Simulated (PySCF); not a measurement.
SF(OH), singlet: data card

Method: PBE0/[S def2-TZVP, F def2-TZVP, O def2-TZVP, H def2-TZVP], no relativity, density fitting, PySCF.

The structure is a minimum.

```xyz
4
charge 0 multiplicity 1, angstrom
S    -0.2139   -0.5034    0.0109
F     0.3193    0.4909    1.1663
O    -0.0086    0.4037   -1.3048
H     0.8957    0.3024   -1.6291
```

```json
{
  "Point group": "C1",
  "Bond lengths": "O–H 0.966 Å, S–F 1.615 Å, S–O 1.611 Å",
  "Bond angles": "F–S–O 101.3°, H–O–S 109.5°",
  "Rotational symmetry number": "1",
  "Enthalpy at 298.15 K above 0 K": "11.71 kJ/mol",
  "Principal quadrupole moments (Buckingham, traceless) about the centre of mass": "-4.35, -1.28, 5.63 D Å",
  "Atomisation energy without zero-point energy": "1128 kJ/mol",
  "Highest occupied level": "-6.81 eV",
  "Heat capacity Cp at 298.15 K": "50.2 J/(mol K)",
  "Principal polarisabilities": "17.1, 21.7, 27.7 bohr³",
  "Lowest empty level": "-0.79 eV",
  "Rotational constants": "0.8962, 0.2942, 0.226 cm⁻¹",
  "Entropy at 298.15 K and 1 bar": "265.5 J/(mol K)",
  "Dipole moment": "2.03 D",
  "Zero-point energy": "45.3 kJ/mol"
}
```

Harmonic modes (masses in u: S 31.972, F 18.998, O 15.995, H 1.008):
```json
{"symmetry": "a", "ω (cm⁻¹)": "355", "IR (km/mol)": "5.0", "μ (u)": "8.95"}
{"symmetry": "a", "ω (cm⁻¹)": "577", "IR (km/mol)": "104", "μ (u)": "1.17"}
{"symmetry": "a", "ω (cm⁻¹)": "794", "IR (km/mol)": "158", "μ (u)": "19.70"}
{"symmetry": "a", "ω (cm⁻¹)": "877", "IR (km/mol)": "98.7", "μ (u)": "17.87"}
{"symmetry": "a", "ω (cm⁻¹)": "1200", "IR (km/mol)": "41.4", "μ (u)": "1.09"}
{"symmetry": "a", "ω (cm⁻¹)": "3775", "IR (km/mol)": "81.5", "μ (u)": "1.07"}
```

Charges (e):
```csv
atom,Mulliken,Löwdin,polar tensor,Mayer order to S1
S1,0.28,0.26,0.82,–
F2,-0.23,-0.18,-0.53,0.95
O3,-0.39,-0.24,-0.57,1.15
H4,0.34,0.15,0.28,0.03
```
Other Mayer orders above 0.3: O–H 0.87.

Mulliken populations on S1: s 5.91, p 9.46, d 0.31, f 0.05.

Outer orbital energies (eV). occupied: -20.17, -15.95, -13.92, -13.57, -12.70, -11.27, -10.55, -6.81; empty: -0.79, -0.15, 1.73, 7.06.

This need not be the most stable arrangement of these atoms.

The final relaxation and frequency run took 40 s on 2 threads of a shared Arm Neoverse V1 host, with 105 basis functions and 22 gradients; the process peaked at 1.2 GiB.
